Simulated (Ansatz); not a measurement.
One stationary structure of Ir. Calculation: r2SCAN (plane waves to 500 eV, PAW, scalar-relativistic; Ansatz, a quantum-chemistry and plane-wave program).

```xyz
1
Lattice="0.0000 1.9225 1.9225 1.9225 0.0000 1.9225 1.9225 1.9225 0.0000" Properties=species:S:1:pos:R:3 pbc="T T T"
Ir     0.0000     0.0000     0.0000
```

### Question
Find the space group and the Wyckoff positions (tolerance 0.01 Å).

### Answer
Space group Fm-3m (No. 225); a = 3.8450 Å, b = 3.8450 Å, c = 3.8450 Å, α = 90.00°, β = 90.00°, γ = 90.00°

```
atom  site  symmetry       x       y       z
----  ----  --------  ------  ------  ------
Ir      4a      m-3m  0.0000  0.0000  0.0000
```

This is the fcc (Cu type).

### Question
Give the shortest distances between elements (the closest pairs, up to four, under 3.6 Å).

### Answer
Ir–Ir 2.72 Å.

The volume per atom comes out as 14.21 Å³ and the density is 22.46 g/cm³. The band gap is zero (metallic).

No spin polarisation in the result.

Measured for Ir: a 3.831 Å (static lattice; corrected from measurement; as listed in Daniel Mejia-Rodriguez, S. B. Trickey, Phys. Rev. B (2018)). Computed minus measured — a: r2SCAN +0.4 %. The computed values are for a static lattice.

It was reached from a disturbed copy of a I4₁/amd (No. 141) cell (AFLOW prototype A_tI4_141_a (A5, as in Sn)), against which it lies -0.69 eV/atom.
